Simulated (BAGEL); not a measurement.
**triplet C3H2ClF at 3 levels**

Wanted: a comparison of 3 runs (UHF/3-21G, ROHF/6-31G*, ROHF/def2-SVP) of triplet C3H2ClF. 

Program for the calculation: BAGEL 1.2.2.

## (1) The system as given

The species is C3H2ClF (7 atoms), meant as a triplet with charge 0. SMILES of the parent species: `FC1=CC1Cl`. Geometry: relaxed at PBE0-D4/def2-TZVP. That shape belongs to the parent species and isn't relaxed for this state.

Bond lengths: F1–C2 1.299 Å, C2–C3 1.288 Å, C2–C4 1.439 Å, C3–C4 1.503 Å, C4–Cl5 1.797 Å, C3–H6 1.075 Å, C4–H7 1.086 Å. Some angles: F1–C2–C3 149.0°, F1–C2–C4 144.3°, C3–C2–C4 66.6°, C2–C3–C4 61.5°, C2–C4–C3 51.9°, C2–C4–Cl5 120.4°, C3–C4–Cl5 119.9°, C2–C3–H6 154.3°, C4–C3–H6 144.1°, C2–C4–H7 124.6°.

## (2) The energy at UHF/3-21G (density fitting with qzvpp-jkfit) (run 1)

The input, input.json:

```json
{ "bagel" : [

{
  "title" : "molecule",
  "basis" : "3-21g",
  "df_basis" : "qzvpp-jkfit",
  "angstrom" : true,
  "geometry" : [
    { "atom" : "F", "xyz" : [    0.416000,   -2.094500,   -0.334400 ] },
    { "atom" : "C", "xyz" : [    0.254800,   -0.851400,    0.006900 ] },
    { "atom" : "C", "xyz" : [    0.154700,    0.033300,    0.937200 ] },
    { "atom" : "C", "xyz" : [    0.000700,    0.474100,   -0.491600 ] },
    { "atom" : "Cl", "xyz" : [   -1.623600,    0.912000,   -1.122900 ] },
    { "atom" : "H", "xyz" : [    0.123900,    0.365700,    1.959300 ] },
    { "atom" : "H", "xyz" : [    0.734800,    1.092800,   -1.000200 ] }
  ]
},
{ "title" : "uhf", "nopen" : 2 },
{ "title" : "print", "file" : "orbitals.molden", "orbitals" : true }

]}
```

Command:

```sh
$ BAGEL_NUM_THREADS=1 BAGEL input.json > input.out
```

Output:

```text
* using 1 threads per process

  ===============================================================
  ===============================================================

  *** Geometry ***

[... 23 lines left out ...]
      * DIIS with orbital gradients will be used.

  === UHF iteration (3-21g) ===
      0       -669.88113943          0.03492321           0.06
      1       -669.98460677          0.02014624           0.06
      2       -670.01919485          0.01119162           0.06
[... 18 lines of this table left out ...]
     21       -670.04323885          0.00000001           0.06
    * SCF iteration converged.

    * S^2 (UHF) is 2.0437

    * Permanent dipole moment:
           (   -0.630364,    -0.342381,    -0.562370) a.u.

    * METHOD: UHF                                  1.38

    * METHOD: PRINT                                0.01

  ===============================================================
```

It took 1.6 s on 1 thread of Arm Neoverse V2, shared host.

## (3) A single-point energy at ROHF/6-31G(d) (density fitting with qzvpp-jkfit, spherical functions) (run 2)

The input, calc.json:

```json
{ "bagel": [

{
  "title": "molecule",
  "basis": "6-31gs.json",
  "df_basis": "qzvpp-jkfit",
  "angstrom": "true",
  "geometry": [
    { "atom": "F", "xyz": [    0.416000,   -2.094500,   -0.334400 ] },
    { "atom": "C", "xyz": [    0.254800,   -0.851400,    0.006900 ] },
    { "atom": "C", "xyz": [    0.154700,    0.033300,    0.937200 ] },
    { "atom": "C", "xyz": [    0.000700,    0.474100,   -0.491600 ] },
    { "atom": "Cl", "xyz": [   -1.623600,    0.912000,   -1.122900 ] },
    { "atom": "H", "xyz": [    0.123900,    0.365700,    1.959300 ] },
    { "atom": "H", "xyz": [    0.734800,    1.092800,   -1.000200 ] }
  ]
},
{
  "title": "rohf",
  "nopen": 2
},
{
  "title": "print",
  "file": "orbitals.molden",
  "orbitals": "true"
}

]}
```

The basis set 6-31G* is read from a file made from the Basis Set Exchange's data (not shown).

Command:

```sh
$ BAGEL_NUM_THREADS=1 BAGEL calc.json > calc.out
```

Output:

```text
* using 1 threads per process

  ===============================================================
  ===============================================================

  *** Geometry ***

[... 23 lines left out ...]
      * DIIS with orbital gradients will be used.

  === ROHF iteration (6-31gs.json) ===
      0       -673.21912960          0.02881688           0.09
      1       -673.32956309          0.01710164           0.09
      2       -673.36847381          0.01027757           0.09
[... 22 lines of this table left out ...]
     25       -673.40348739          0.00000001           0.09
    * SCF iteration converged.

    * S^2 (ROHF) is 2.0000

    * Permanent dipole moment:
           (   -0.593522,    -0.298436,    -0.518128) a.u.

    * METHOD: ROHF                                 2.59

    * METHOD: PRINT                                0.01

  ===============================================================
```

Wall time 2.9 s (1 thread of Arm Neoverse V2, shared host).

## (4) The energy at ROHF/def2-SVP (density fitting with qzvpp-jkfit) (run 3)

The input, input.json:

```json
{ "bagel": [

{
  "title": "molecule",
  "basis": "svp",
  "df_basis": "qzvpp-jkfit",
  "angstrom": true,
  "geometry": [
    { "atom": "F", "xyz": [    0.416000,   -2.094500,   -0.334400 ] },
    { "atom": "C", "xyz": [    0.254800,   -0.851400,    0.006900 ] },
    { "atom": "C", "xyz": [    0.154700,    0.033300,    0.937200 ] },
    { "atom": "C", "xyz": [    0.000700,    0.474100,   -0.491600 ] },
    { "atom": "Cl", "xyz": [   -1.623600,    0.912000,   -1.122900 ] },
    { "atom": "H", "xyz": [    0.123900,    0.365700,    1.959300 ] },
    { "atom": "H", "xyz": [    0.734800,    1.092800,   -1.000200 ] }
  ]
},
{ "title": "rohf", "nopen": 2 },
{ "title": "print", "file": "orbitals.molden", "orbitals": true }

]}
```

Command:

```sh
$ BAGEL_NUM_THREADS=1 BAGEL input.json > input.out
```

Output:

```text
* using 1 threads per process

  ===============================================================
  ===============================================================

  *** Geometry ***

[... 23 lines left out ...]
      * DIIS with orbital gradients will be used.

  === ROHF iteration (svp) ===
      0       -672.95528901          0.02635308           0.11
      1       -673.06825769          0.01354649           0.11
      2       -673.09696966          0.00752990           0.10
[... 22 lines of this table left out ...]
     25       -673.11274837          0.00000001           0.10
    * SCF iteration converged.

    * S^2 (ROHF) is 2.0000

    * Permanent dipole moment:
           (   -0.525053,    -0.352206,    -0.471073) a.u.

    * METHOD: ROHF                                 2.82

    * METHOD: PRINT                                0.01

  ===============================================================
```

Wall time 3.3 s (1 thread of Arm Neoverse V2, shared host).

## (5) All runs side by side

```csv
run,level,energy (Eh),dipole moment (D),⟨S²⟩,wall time
1,UHF/3-21G (density fitting with qzvpp-jkfit),-670.043239,2.32,2.044,1.6 s
2,"ROHF/6-31G* (density fitting with qzvpp-jkfit, spherical functions)",-673.403487,2.14,2.000,2.9 s
3,ROHF/def2-SVP (density fitting with qzvpp-jkfit),-673.112748,2.00,2.000,3.3 s
```

## (6) What came out

| quantity | value |
| --- | --- |
| run 3: total energy | -673.11275 Eh |
| run 3: dipole moment | 2.00 D |
| run 3: ⟨S²⟩ | 2.000 |

**Reading.** The dipole moment (its size) runs from 2.00 D (ROHF/def2-SVP) to 2.32 D (UHF/3-21G). The two ends differ in method and basis. All runs together took 7.9 s, the longest 3.3 s.
